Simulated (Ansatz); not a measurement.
**H3O+ (oxonium) at 6 levels**

Aim: a comparison of 6 runs (UHF/3-21G, BLYP/3-21G, BLYP/6-31G, MP2/6-31G, BCCD(T)/3-21G, FCI/6-31G) of H3O+ (oxonium). 

The results are computed with Ansatz 0.2.0.

**1. The system as given**

H3O+ has 4 atoms, charge +1, and is taken as a singlet. SMILES: `[OH3+]`. The H4–O1 distance was set to 1.967 Å, away from the relaxed value. At this shape a bond of the SMILES string is far longer than usual.

Bond lengths: O1–H2 0.983 Å, O1–H3 0.983 Å. Angles: H2–O1–H3 112.0°.

**2. The energy at UHF/3-21G (run 1)**

File run.yaml:

```yaml
basis:
  gaussian:
    orbitals: 3-21G.json
crystal:
  periodic: [false, false, false]
  atoms:
    - symbol: O
      position_ang: [0.388965, 0.369749, -0.919897]
    - symbol: H
      position_ang: [0.407145, 1.350209, -0.846527]
    - symbol: H
      position_ang: [-0.220495, 0.064149, -1.628677]
    - symbol: H
      position_ang: [0.003130, -0.491800, 0.806120]
total_charge: 1
magnetization:
  spin_polarized: true
  initial_magnetization: 0
hamiltonian:
  xc: hf
accuracy: high
```

The basis set 3-21G is read from a file made from the Basis Set Exchange's data (not shown).

The run is started by

```console
$ ansatz run run.yaml --threads 1 --pin off --max-ram 2610MiB --events-out events.jsonl --progress --plain --runs-dir runs
```

Output:

```text
Warning: RAYON_NUM_THREADS=1 ignored (pool sized by the plan → 1); use --threads N
Functional definition: HF
  name "HF"
  exchange = exact_x
  correlation = 0
228 factors; integrals over basis functions are off by at most 3.3e-9 eV
mean field evaluation 1: about -2052.9242 eV, gradient 4.6e1 eV
mean field evaluation 2: about -2052.9204 eV, gradient 4.6e1 eV
mean field evaluation 4: about -2059.9782 eV, gradient 1.5e0 eV
mean field evaluation 8: about -2059.9938 eV, gradient 9.8e-4 eV
mean field evaluation 16: about -2060.2333 eV, gradient 3.0e0 eV
mean field evaluation 32: about -2060.3366 eV, gradient 4.2e-1 eV
mean field evaluation 64: about -2059.9515 eV, gradient 1.6e0 eV
mean field evaluation 96: about -2058.4918 eV, gradient 2.5e0 eV
mean field evaluation 128: about -2059.9938 eV, gradient 1.6e-7 eV
mean field -2060.35873409 eV, -75.7167869164 hartree, gradient 2.9e-8 eV, S^2 0.655396; 3 other end points of the search recorded, 0 dependent functions left out
reference -2060.35873409 eV, -75.7167869164 hartree; 5, 5 occupied and 10, 10 virtual orbitals, 228 factors
Total energy: -2060.35873409 eV, -75.7167869164 hartree
```

It took 0.06 s on 1 thread of AMD EPYC 9R45 (Zen 5), shared host.

**3. The energy at BLYP/3-21G (run 2)**

File run.yaml:

```yaml
crystal:
  periodic: [false, false, false]
  atoms:
    - {symbol: O, position_ang: [0.388965, 0.369749, -0.919897]}
    - {symbol: H, position_ang: [0.407145, 1.350209, -0.846527]}
    - {symbol: H, position_ang: [-0.220495, 0.064149, -1.628677]}
    - {symbol: H, position_ang: [0.003130, -0.491800, 0.806120]}
basis:
  gaussian:
    orbitals: 3-21G.json
total_charge: 1
hamiltonian:
  xc: {name: BLYP}
accuracy: high
```

The basis set 3-21G is read from a file made from the Basis Set Exchange's data (not shown).

The run is started by

```console
$ ansatz run run.yaml --threads 1 --pin off --max-ram 2610MiB --events-out events.jsonl --progress --plain --runs-dir runs
```

Output:

```text
Warning: RAYON_NUM_THREADS=1 ignored (pool sized by the plan → 1); use --threads N
Functional definition: BLYP
  name "BLYP"
  parameter beta = 0.0042
  parameter a = 0.04918
  parameter b = 0.132
  parameter c = 0.2533
  parameter d = 0.349
  exchange = b88_x(beta = beta)
  correlation = lyp_c(a = a, b = b, c = c, d = d)
228 factors; integrals over basis functions are off by at most 3.3e-9 eV
mean field evaluation 1: about -2051.5096 eV, gradient 1.1e2 eV
mean field evaluation 2: about -1987.2923 eV, gradient 1.6e2 eV
mean field evaluation 4: about -2060.0447 eV, gradient 5.7e1 eV
mean field evaluation 8: about -2071.1729 eV, gradient 1.3e-1 eV
mean field evaluation 16: about -2071.1640 eV, gradient 2.8e-5 eV
mean field -2071.16395760 eV, -76.1138715566 hartree, gradient 2.1e-8 eV, S^2 0.000000; 0 other end points of the search recorded, 0 dependent functions left out
reference -2071.16398822 eV, -76.1138726816 hartree; 5, 5 occupied and 10, 10 virtual orbitals, 228 factors
Total energy: -2071.16398822 eV, -76.1138726816 hartree
```

It took 0.2 s on 1 thread of AMD EPYC 9R45 (Zen 5), shared host.

Runs 3 to 5 aren't shown in full; the table further down has their settings and results.

**4. The energy at FCI/6-31G (run 6)**

File molecule.yaml:

```yaml
crystal:
  periodic: [false, false, false]
  atoms:
    - {symbol: O, position_ang: [0.388965, 0.369749, -0.919897]}
    - {symbol: H, position_ang: [0.407145, 1.350209, -0.846527]}
    - {symbol: H, position_ang: [-0.220495, 0.064149, -1.628677]}
    - {symbol: H, position_ang: [0.003130, -0.491800, 0.806120]}
basis:
  gaussian:
    orbitals: 6-31G
correlation:
  method: fci
  frozen_orbitals: {H: 0, O: 1}
total_charge: 1
accuracy: high
```

The run is started by

```console
$ ansatz run molecule.yaml --threads 1 --pin off --max-ram 2610MiB --events-out events.jsonl --progress --plain --runs-dir runs
```

Output:

```text
Warning: RAYON_NUM_THREADS=1 ignored (pool sized by the plan → 1); use --threads N
[... 4 set-up lines as earlier in the session ...]
283 factors; integrals over basis functions are off by at most 7.0e-9 eV
mean field evaluation 1: about -2062.3504 eV, gradient 6.6e1 eV
mean field evaluation 2: about -2062.3539 eV, gradient 6.6e1 eV
mean field evaluation 4: about -2070.5636 eV, gradient 2.4e0 eV
mean field evaluation 8: about -2070.5881 eV, gradient 1.2e-3 eV
mean field -2070.58809211 eV, -76.0927088899 hartree, gradient 1.7e-8 eV, S^2 0.000000; 0 other end points of the search recorded, 0 dependent functions left out; unrestricted orbitals would lower it
mean field evaluation 16: about -2070.6004 eV, gradient 4.4e0 eV
1 core orbitals not correlated: weight in the atoms' cores, before any rotation towards them, 1.000 or more for the frozen orbitals, at most 0.000 for the correlated occupied ones
reference -2070.58809211 eV, -76.0927088899 hartree; 4, 4 occupied and 10, 10 virtual orbitals, 283 factors
state -2075.02727245 eV, -76.2558457585 hartree
Total energy: -2075.02727245 eV, -76.2558457585 hartree
```

Wall time 1.5 s (1 thread of AMD EPYC 9R45 (Zen 5), shared host); peak memory 0.16 GiB.

**5. All runs side by side**

| run | level | frozen core orbitals | energy (Eh) | wall time |
| --- | --- | --- | --- | --- |
| 1 | UHF/3-21G | – | -75.716787 | 0.06 s |
| 2 | BLYP/3-21G | – | -76.113873 | 0.2 s |
| 3 | BLYP/6-31G | – | -76.514470 | 0.2 s |
| 4 | MP2/6-31G | 1 | -76.242474 | 0.04 s |
| 5 | BCCD(T)/3-21G | 1 | -75.865619 | 0.08 s |
| 6 | FCI/6-31G | 1 | -76.255846 | 1.5 s |

**6. Summary of results**

```
                                         quantity         value
                              run 6: total energy  -76.25585 Eh
run 6: correlation energy (1 core orbital frozen)    -163.1 mEh
```

In words: Against full CI in this basis: MP2 +13.4 mEh. In runs 4, 5 the log says that unrestricted orbitals would lower the reference, so the values rest on an unstable closed-shell determinant (other closed-shell runs at this shape may share the fault). Spin contamination of the reference: run 1 ⟨S²⟩ = 0.66. Where it is this large, the reference is a mixture of spin states, and values that rest on it are in doubt. All runs together took 2.1 s, the longest 1.5 s.
